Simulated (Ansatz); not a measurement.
# BPH3 (quartet): the correlation ladder, cc-pVDZ

The task here is to estimate one member of a computed series from the others.

The runs use Ansatz 0.2.0, Gaussian basis; cc-pVDZ, core rule «outside noble gas», up to 6 orbitals frozen.

The runs, in order: UHF; CCSD(T) on ROHF; CCSD(T) on UHF; BCCD(T) on ROHF; CISD; CCSDT(Q) on ROHF; CCSDT(Q) on UHF.

16 further runs of the same task are left out: 1 for a mislabelled method, 4 that didn't finish, 11 set aside as unsound or not needed.

### What is computed

The geometry is a PBE0/def2-TZVP stationary point (not a proven minimum) of the parent state, kept for this charge and spin.

5 atoms, charge 0, spin multiplicity 4.

Atoms are counted from 1 here; the program's logs count them from 0.

Bond lengths: B1–P2 1.877 Å, B1–H3 1.197 Å, B1–H4 1.196 Å, P2–H5 1.425 Å. Angles: P2–B1–H3 119.6°, P2–B1–H4 120.8°, H3–B1–H4 119.3°, B1–P2–H5 96.1°.

The first run:

Input file in.yaml:

```yaml
crystal:
  periodic: [false, false, false]
  atoms:
    - {symbol: B, position_ang: [0.028762, 0.050179, 1.315346]}
    - {symbol: P, position_ang: [-0.026262, -0.062559, -0.557827]}
    - {symbol: H, position_ang: [-0.342109, 1.049875, 1.859223]}
    - {symbol: H, position_ang: [0.329247, -0.899526, 1.976629]}
    - {symbol: H, position_ang: [0.511406, 1.233857, -0.802151]}
basis:
  gaussian: {orbitals: cc-pVDZ}
magnetization: {spin_polarized: true, initial_magnetization: 3}
hamiltonian: {xc: hf}
output: {orbitals: {seedname: orbitals}}
```

Command:

```sh
> ansatz run in.yaml --threads 1 --pin off --events-out ev --progress --plain --max-ram 2393MiB
```

Among the steps run: UHF; CCSD(T) on ROHF; CCSD(T) on UHF; BCCD(T) on ROHF; CISD; CCSDT(Q) on ROHF; CCSDT(Q) on UHF.

One table of the session follows, with a row left open; its other results are not shown here.

| method | from UCCSDT(Q) (kJ/mol) |
| --- | --- |
| ROHF | +598.2 |
| UHF | +581.3 |
| RMP2 | +122.5 |
| UMP2 | +124.5 |
| CISD | +61.6 |
| RCCSD | ? |
| UCCSD | +20.0 |
| RCCSD(T) | +4.2 |
| UCCSD(T) | +4.2 |
| BCCD(T) | +4.2 |
| RCCSDT | +0.9 |
| UCCSDT | +0.8 |
| RCCSDT(Q) | +0.1 |
| UCCSDT(Q) | 0 |

Q: Estimate the row for RCCSD from the others.

**Answer.** from UCCSDT(Q) (kJ/mol): +20.5. In the column «from UCCSDT(Q) (kJ/mol)» it lies between UCCSD (+20.0) and CISD (+61.6).

Caveats from the session: Restricted and unrestricted rows rest on different reference determinants; where their highest levels disagree by more than a few hundredths of an eV, they describe different states and don't form one ladder.
